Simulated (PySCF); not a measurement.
`FP(F)P`. The calculation used PBE0-D3(BJ)/def2-SVP geometry optimisation, gas phase in PySCF 2.14.0.

```
atom  x, y, z in Å
F1    -1.3497   -1.0939   -1.0236
P2    -0.8966    0.3515   -0.4659
F3    -1.7787    0.3880    0.8853
P4     0.9958   -0.3516    0.5014
H5     1.3726    0.9945    0.8121
H6     1.6813   -0.3181   -0.7550
```

What is the longest distance between nuclei?

F3···H6 and F1···H5, 3.894 Å down to 3.891 Å.

Give the dihedral angles F1–P2–P4–H5, F3–P2–P4–H5, F1–P2–P4–H6, F3–P2–P4–H6.

F1–P2–P4–H5 174° (antiperiplanar); F3–P2–P4–H5 -86° (synclinal); F1–P2–P4–H6 81° (synclinal); F3–P2–P4–H6 -179° (antiperiplanar). Dihedral signs follow IUPAC: positive where, seen along the central bond, the front bond turns clockwise onto the rear one.

What is the repulsion energy of the bare nuclei, Σ ZA·ZB/RAB?

231.22 Eh over 15 pairs, with full nuclear charges and distances in bohr; the largest single term is 53.19 Eh (P2 with P4).

How far apart are these pairs, which share no bond: F1···F3, F1···P4, F1···H6, P2···H5, P2···H6, F3···H5, H5···H6?

F1···F3 2.454 Å (2 bonds apart); F1···P4 2.894 Å (2 bonds apart); F1···H6 3.140 Å (3 bonds apart); P2···H5 2.683 Å (2 bonds apart); P2···H6 2.679 Å (2 bonds apart); F3···H5 3.210 Å (3 bonds apart); H5···H6 2.067 Å (2 bonds apart).

What are the angles F1–P2–P4, F3–P2–P4, F1–P2–F3, P2–P4–H6, H5–P4–H6?

From the scalar product of the two bond vectors; for F1–P2–P4 it is -0.3806 Å² over 1.6142 × 2.2386 Å², cos θ = -0.1053. F1–P2–P4 96.0°; F3–P2–P4 96.2°; F1–P2–F3 99.0°; P2–P4–H6 91.0°; H5–P4–H6 92.4°.

Stationary, but not proved a minimum. The numbers are those of one conformer.
